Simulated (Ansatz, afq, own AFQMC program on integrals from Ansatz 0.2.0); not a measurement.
# AlB, singlet → AlB⁺, doublet

```xyz
2

B     0.0000    0.0000    0.0000
Al    0.0000    0.0000    2.0805
```

E(doublet, charge +1) − E(singlet, charge +0) at this geometry, on RHF and UHF determinants.

Basis cc-pVDZ. Noble-gas cores (and the filled d shells of Ga–Kr and In–Xe) are frozen. AFQMC by an in-house program on the Cholesky factors that Ansatz 0.2.0 writes for its CCSD(T) run. ph-AFQMC/CISD is guided by a CISD state made of CCSD amplitudes; releasing the constraint for a short imaginary time cuts its bias at the price of noise, slowly where states lie close. Error bars are statistical, one sigma. The errors of all members are added in quadrature.

Full CI on the same integrals is exact in this basis and with this determinant's frozen core.

Errors are counted within cc-pVDZ, not against nature.

Cautions: AlB (singlet): higher spins were not checked, restricted determinant unstable towards unrestricted (UHF 1.66 eV lower, ⟨S²⟩ 1.26), the search met a lower determinant of the same kind, perhaps of another symmetry (313 meV lower), and this one is a saddle point, strong correlation (T1 0.060, weight of the determinant 0.77, largest double 0.17), (T) is large, 7 % of the CCSD correlation, the CCSDTQ amplitudes may be one of several solutions (largest double 0.89), the released energies are still falling, so no released level is given (meV from the phaseless value at times in 1/Eh: -16 ± 10 at 0.24, -43 ± 11 at 0.51, -67 ± 10 at 0.99, -85 ± 12 at 1.62, -105 ± 16 at 2.40), the determinant fills πx and πy unequally, so it mixes two states of the linear molecule, and each level undoes that mixture to a different degree, while full CI gives the lower state, and by Hund's rule a triplet of that filling probably lies lower still, CCSDTQ on the UHF determinant differs (583 meV lower), perhaps since the unrestricted series falls towards higher spin, its ph-AFQMC/CISD value lies 225 ± 8 meV above full CI; AlB⁺ (doublet): strong correlation (T1 0.114, weight of the determinant 0.74, largest double 0.22), (T) is large, 6 % of the CCSD correlation, unrestricted determinant spin contaminated (⟨S²⟩ 1.48 against 0.75), the released energy hasn't reached full CI (35 meV above it at 2.40 1/Eh), so no released level is given (meV from the phaseless value at times in 1/Eh: -11 ± 10 at 0.24, -18 ± 10 at 0.51, -30 ± 9 at 0.99, -35 ± 10 at 1.62, -38 ± 12 at 2.40), its ph-AFQMC/CISD value lies 73 ± 9 meV above full CI.

```csv
level,vertical ionization energy (kJ/mol)
CCSD,650.2
MP2,644.0
```

From these cheaper values, estimate the vertical ionization energy at the reference level in cc-pVDZ.

668.7 kJ/mol (full CI in cc-pVDZ).

```
        level  vertical ionization energy (kJ/mol)  error against FCI (kJ/mol)
           HF                                484.1                      -184.5
      CCSD(T)                                662.7                        -6.0
        CCSDT                                658.4                       -10.3
     CCSDT(Q)                                664.3                        -4.4
  ph-AFQMC/HF                          644.9 ± 5.3                 -23.7 ± 5.3
ph-AFQMC/CISD                          654.0 ± 1.2                 -14.7 ± 1.2
```

Correlation beyond CCSD(T) adds 6.0 kJ/mol. The perturbative (T) step is worth +12.5 kJ/mol. Where a determinant mixes two states, these steps and errors hold in part the undoing of that mixture, and only full CI is sure.

CCSDT and higher add their correlation energy to the determinant of the CCSD(T) run, since their own runs factorise the integrals more tightly (a shift of under 2 meV).
